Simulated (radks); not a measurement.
# Si²⁺ in [He] 2s1 2p6 3s2 3d1: an all-electron calculation

An exercise on one series of results from a longer session: the logs are not shown, and one member is left open.

Program: radks (a radial shooting solver on a logarithmic mesh, Libxc functionals) version 1. Level of theory: scalar-relativistic Kohn-Sham, PBE, spin-polarised, spherical densities, point nucleus; open shells are filled with parallel spins first. These are calculated values, not measurements, unless marked.

## The atom as given

- element: silicon (Z = 14)
- charge: +2
- electrons: 12
- configuration: [He] 2s1 2p6 3s2 3d1

The outer shells:

Si²⁺
```
[He] core
2s [↑ ]
2p [↑↓][↑↓][↑↓]
3s [↑↓]
3d [↑ ][  ][  ][  ][  ]
```

The first run:

Input:

```text
Z 14
configuration [He] 2s1 2p6 3s2 3d1 3p0 4s0
relativity scalar-relativistic
functional pbe,pbe
spin polarised
nucleus point
c 137.035999084
```

Command:

```
$ python run_ks.py task.json out
```

This one command runs every case of the session in turn.

One table of the session follows, with a row left open; its other results are not shown here.

It belongs to the step «Radial structure». From the orbitals of this run (lengths in bohr):

| level | <r> | outermost maximum (interpolated) | 90 % within | nodes |
| --- | --- | --- | --- | --- |
| 1s up | 0.1112 | 0.0726 | 0.199 | 0 |
| 1s down | 0.1112 | 0.0726 | 0.199 | 0 |
| 2s up | 0.5525 | 0.448 | 0.865 | 1 |
| 2s down | ? | ? | ? | ? |
| 2p up | 0.5145 | 0.380 | 0.856 | 0 |
| 2p down | 0.5161 | 0.379 | 0.861 | 0 |
| 3s up | 1.794 | 1.57 | 2.66 | 2 |
| 3s down | 1.799 | 1.57 | 2.67 | 2 |
| 3p up | 1.992 | 1.72 | 3.01 | 1 |
| 3p down | 2.001 | 1.71 | 3.03 | 1 |
| 3d up | 2.492 | 2.01 | 3.94 | 0 |
| 3d down | 2.526 | 2.02 | 4.00 | 0 |
| 4s up | 4.281 | 4.02 | 6.13 | 3 |

**Question.** Estimate the row for 2s down.

**Answer.** <r>: 0.5546; outermost maximum (interpolated): 0.449; 90 % within: 0.870; nodes: 1. In the column «<r>» it lies between 2s up (0.5525) and 3s up (1.794).
